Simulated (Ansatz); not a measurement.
Ansatz (a quantum-chemistry and plane-wave program) input (RI-MP2/def2-QZVPPD):
A basis named .json is the Basis Set Exchange file of that set.

Ansatz 0.2 input:
```yaml
crystal:
  periodic: [false, false, false]
  atoms:
    - {symbol: C, position_ang: [-0.02065591, -0.69117402, 0.00191644]}
    - {symbol: C, position_ang: [0.00318902, 0.79171158, -0.00228017]}
    - {symbol: H, position_ang: [0.99466639, -1.11708979, 0.00736434]}
    - {symbol: H, position_ang: [-0.52510368, -1.08729619, 0.88639995]}
    - {symbol: H, position_ang: [-0.51775387, -1.09242584, -0.88441419]}
    - {symbol: H, position_ang: [0.07265744, 1.34947244, 0.92131550]}
    - {symbol: H, position_ang: [0.08033507, 1.34411399, -0.92848321]}
basis:
  gaussian:
    orbitals: def2-QZVPPD.json
    fitting: {mean_field: def2-universal-jkfit, correlation: def2-QZVPPD-RIFIT.json}
magnetization: {spin_polarized: true, initial_magnetization: 1}
correlation: {method: mp2, electrons: outside_noble_gas}
```

End of the output:

```
integrals: 0.26 GiB planned
240 factors; integrals over basis functions are off by at most 1.7e0 eV
mean field: 0.69 GiB planned
mean field evaluation 1: about -2137.6196 eV, gradient 1.9e1 eV
mean field evaluation 2: about -2139.3989 eV, gradient 7.2e0 eV
mean field evaluation 4: about -2139.7343 eV, gradient 5.5e-1 eV
mean field evaluation 8: about -2139.7401 eV, gradient 1.5e-6 eV
mean field -2139.74006555 eV, -78.6339970412 hartree, gradient 1.3e-6 eV, S^2 0.763531; 0 other end points of the search recorded, 0 dependent functions left out
2 core orbitals not correlated
639 factors; their error is unknown
reference -2139.74006555 eV, -78.6339970412 hartree; 7, 6 occupied and 282, 283 virtual orbitals, 639 factors
second order -9.55018722 eV of doubles, -0.00000000 eV of singles
Total energy: -2149.29025277 eV, -78.9849599481 hartree
```

It need not be the lowest isomer of its formula.
